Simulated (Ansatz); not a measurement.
`B#B` (triplet), relaxed with UKS PBE-D4/def2-SVP in Ansatz from a rough embedded geometry. The force threshold is 0.03 eV/Å; the program also tests the step.

Total charge 0; spin multiplicity 3.

Start:

```xyz
2

B     0.335    0.617    0.007
B    -0.335   -0.617   -0.007
```

```json
{"step": "1", "energy (eV)": "-1340.7579", "largest force (eV/Å)": "7.323", "largest move (Å)": "0.000"}
{"step": "2", "energy (eV)": "-1341.2915", "largest force (eV/Å)": "2.040", "largest move (Å)": "0.060"}
{"step": "3", "energy (eV)": "-1341.3584", "largest force (eV/Å)": "0.414", "largest move (Å)": "0.028"}
{"step": "4", "energy (eV)": "-1341.3619", "largest force (eV/Å)": "0.017", "largest move (Å)": "0.009"}
```

End:

```xyz
2

B     0.381    0.703    0.008
B    -0.381   -0.703   -0.008
```

Hardware: 2 threads of an AMD EPYC 7R13 on a shared host. Wall time 4.6 s, peak host memory 0.12 GiB.
